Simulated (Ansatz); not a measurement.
Task: an active-space calculation of FH₂Si (charge -1), SMILES F[SiH2-], with the Ansatz DFT code, driven from Python. Give the script and its output. Level of theory: Hartree-Fock, 6-31G* basis, multiplicity 1.

```tsv
atom	x (Å)	y (Å)	z (Å)
F	1.4598	-0.2372	-0.1396
Si	-0.0328	0.0044	0.3950
H	-0.9073	-1.0746	-0.1306
H	-0.5197	1.3075	-0.1248
```

The script, `fh2si.py`:
```python
# -*- coding: utf-8 -*-
"""Active-space calculation on FH2Si(-)."""

import ansatz as az

BASIS = "6-31G*"
NET_CHARGE = -1

geometry_ang = [
    ("F", (1.4598, -0.2372, -0.1396)),
    ("Si", (-0.0328, 0.0044, 0.395)),
    ("H", (-0.9073, -1.0746, -0.1306)),
    ("H", (-0.5197, 1.3075, -0.1248)),
]
mol = az.Crystal.molecule()
for symbol, xyz in geometry_ang:
    mol = mol.atom(symbol, xyz)

model = (
    mol.calculation()
    .basis(gaussian=BASIS)
    .charge(NET_CHARGE)
    .correlation(active_electrons=2, active_orbitals=3)
)
for method in [None]:
    summary = (model if method is None else model.correlation(method)).run(threads=1, pin="off").report
    space = summary["configurations"]
    state = space["states"][0]
    print(method or "casscf", f"total {summary['free_energy_ev'] / 27.211386246:.6f} Ha, active-space state {state['energy']['hartree']:.6f} Ha, mean field {summary['reference_energy_ev'] / 27.211386246:.6f} Ha")
    print("  determinants", state["n_determinants"], " natural occupations", [round(n, 3) for n in space["natural_occupations"]])
```

```console
$ python fh2si.py
casscf total -389.519343 Ha, active-space state -389.519343 Ha, mean field -389.501804 Ha
  determinants 9  natural occupations [1.977, 0.017, 0.006]
```

Reading the output:
- Total energies depend on the basis set; only differences at equal settings carry meaning.
- The geometry is a force-field or estimated start, not a minimum of this method, and the basis set is short of its limit. The active space starts as a window about the frontier orbitals and is then optimised, not chosen by chemistry.
- Anions want diffuse functions, which this basis lacks.
- Wall time of the script: 1.1 s on 1 thread of Arm Neoverse V1, on a shared host, peak memory 0.14 GiB.
